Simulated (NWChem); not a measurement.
**acetylene (C₂H₂)**

```xyz
4

C      0.0000     0.0000    -0.6043
C      0.0000     0.0000     0.6043
H      0.0000     0.0000    -1.6792
H      0.0000     0.0000     1.6792
```
Charge 0, spin multiplicity 1.

All runs are NWChem calculations. Structure: optimised with PBE0/def2-SVP, a minimum by its harmonic frequencies.

Symmetry labels belong to the abelian group D2h used in the runs, with the axes of the coordinates shown; states degenerate in a higher group split over its labels.

The correlated methods keep 2 core orbitals frozen.

### Question
List the 8 singlet excitations that EOM-CCSD/aug-cc-pVDZ, 2 core orbitals frozen gives, with oscillator strengths.

### Answer
```csv
state,symmetry,energy (eV),wavelength (nm),f
1,au,7.26,171,0.000
2,b1u,7.55,164,0.000
3,b3u,8.26,150,0.091
4,b2u,8.26,150,0.091
5,b3g,8.60,144,0.000
6,b2g,8.60,144,0.000
7,ag,9.54,130,0.000
8,b1g,9.54,130,0.000
```
These are the lowest roots of each symmetry, so higher states are missing between them.
